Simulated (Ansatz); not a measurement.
**Other spins and charges of Al₂, triplet at one geometry**

Geometry (PBE0/def2-TZVP stationary point for this spin):

```xyz
2

Al    0.0000    0.0000    0.0000
Al    0.0000    0.0000    2.4788
```

Basis cc-pVDZ; Ansatz 0.2.0. Correlated methods freeze the noble-gas cores. Prefix R: restricted or restricted open-shell reference; prefix U: unrestricted. Active spaces: valence = (6e, 8o) chosen from the atoms' valence shells.

Gaps are energies of the second state less the first, at fixed atoms, for a selection of the levels run; each method lands on the state that its own search finds for that charge and spin.

Coupled cluster chose its determinant by a search with trial CCSD, here up to 0.20 eV above the lowest Hartree–Fock solution of its kind, and MP2 stands on that determinant too. For open shells CISD and CISDTQ are restricted-active-space CI with the open shells as a complete middle space. The determinant of the Al2 singlet fills πx and πy unequally, so it is a mixture of Σ and Δ, which weighs on every level built on one determinant.

Q: PBE gives 6.704 eV for removing an electron, to the doublet. Estimate what full CI gives in cc-pVDZ.

A: Full CI in cc-pVDZ gives 6.536 eV, so against it PBE is off by 0.168 eV, of which a good part can be the reference's own basis and frozen-core error.

Large singles or doubles amplitudes warn of static correlation in the Al2⁺ doublet.

```json
{"level": "RMP2", "gap (eV)": "6.468", "error (meV)": "-68"}
{"level": "UMP2", "gap (eV)": "6.437", "error (meV)": "-99"}
{"level": "RCCSD", "gap (eV)": "6.432", "error (meV)": "-104"}
{"level": "UCCSD", "gap (eV)": "6.437", "error (meV)": "-99"}
{"level": "RCCSD(T)", "gap (eV)": "6.512", "error (meV)": "-24"}
{"level": "UCCSD(T)", "gap (eV)": "6.510", "error (meV)": "-26"}
{"level": "BCCD(T)", "gap (eV)": "6.510", "error (meV)": "-26"}
{"level": "RCCSDT", "gap (eV)": "6.523", "error (meV)": "-13"}
{"level": "UCCSDT", "gap (eV)": "6.524", "error (meV)": "-12"}
{"level": "CISDTQ", "gap (eV)": "6.536", "error (meV)": "0"}
{"level": "RCCSDT(Q)", "gap (eV)": "6.534", "error (meV)": "-2"}
{"level": "UCCSDT(Q)", "gap (eV)": "6.534", "error (meV)": "-2"}
{"level": "r2SCAN", "gap (eV)": "6.828", "error (meV)": "292"}
{"level": "PBE0", "gap (eV)": "6.687", "error (meV)": "151"}
{"level": "RPA-PBE", "gap (eV)": "6.642", "error (meV)": "106"}
```

Singlet less triplet: 0.473 eV at full CI (triplet B1g, singlet Ag, in D2h).

By full CI's occupations no single determinant describes the singlet well.

```json
{"level": "RMP2", "gap (eV)": "0.726", "error (meV)": "253"}
{"level": "RCCSD", "gap (eV)": "0.580", "error (meV)": "107"}
{"level": "RCCSD(T)", "gap (eV)": "0.562", "error (meV)": "89"}
{"level": "RCCSDT", "gap (eV)": "0.550", "error (meV)": "77"}
{"level": "CISDTQ", "gap (eV)": "0.525", "error (meV)": "52"}
{"level": "RCCSDT(Q)", "gap (eV)": "0.506", "error (meV)": "33"}
{"level": "CASSCF (valence space)", "gap (eV)": "0.574", "error (meV)": "101"}
{"level": "NEVPT2 (valence space)", "gap (eV)": "0.494", "error (meV)": "21"}
{"level": "MRCISD (valence space)", "gap (eV)": "0.475", "error (meV)": "2"}
{"level": "MRCISD+Q (valence space)", "gap (eV)": "0.461", "error (meV)": "-12"}
```

Q: PBE gives 8.646 eV for removing an electron, to the quartet. Estimate what full CI gives in cc-pVDZ.

A: Full CI in cc-pVDZ gives 8.444 eV, so against it PBE is off by 0.202 eV, of which a good part can be the reference's own basis and frozen-core error.

| level | gap (eV) | error (meV) |
| --- | --- | --- |
| RMP2 | 8.094 | -350 |
| UMP2 | 8.050 | -394 |
| RCCSD | 8.277 | -167 |
| BCCD(T) | 8.403 | -41 |
| RCCSDT | 8.427 | -17 |
| CISDTQ | 8.418 | -26 |
| RCCSDT(Q) | 8.441 | -3 |
| UCCSDT(Q) | 8.441 | -3 |
| CASSCF (valence space) | 7.637 | -807 |
| MRCISD+Q (valence space) | 8.472 | 28 |

Q: PBE gives 1.664 eV for quintet less triplet. Estimate what full CI gives in cc-pVDZ.

A: Full CI in cc-pVDZ gives 1.537 eV, so against it PBE is off by 0.127 eV, of which a good part can be the reference's own basis and frozen-core error.

```
                   level  gap (eV)  error (meV)
                    RMP2     1.291         -246
                   RCCSD     1.471          -66
                   UCCSD     1.479          -58
                 BCCD(T)     1.521          -16
                  UCCSDT     1.532           -5
                  CISDTQ     1.513          -24
  CASSCF (valence space)     1.265         -272
  NEVPT2 (valence space)     1.522          -15
MRCISD+Q (valence space)     1.551           14
                  r2SCAN     1.346         -191
```

In so small a basis the reference is far from its limit while semilocal and hybrid functionals are nearer theirs (RPA and double hybrids share part of the reference's basis error), so the functionals' errors here hold much of the reference's basis and frozen-core error, which can add to them or hide them.

Full CI is exact within this basis and frozen core; it isn't the basis-set limit. The frozen core follows each run's orbitals, which can shift R against U totals by a few meV.
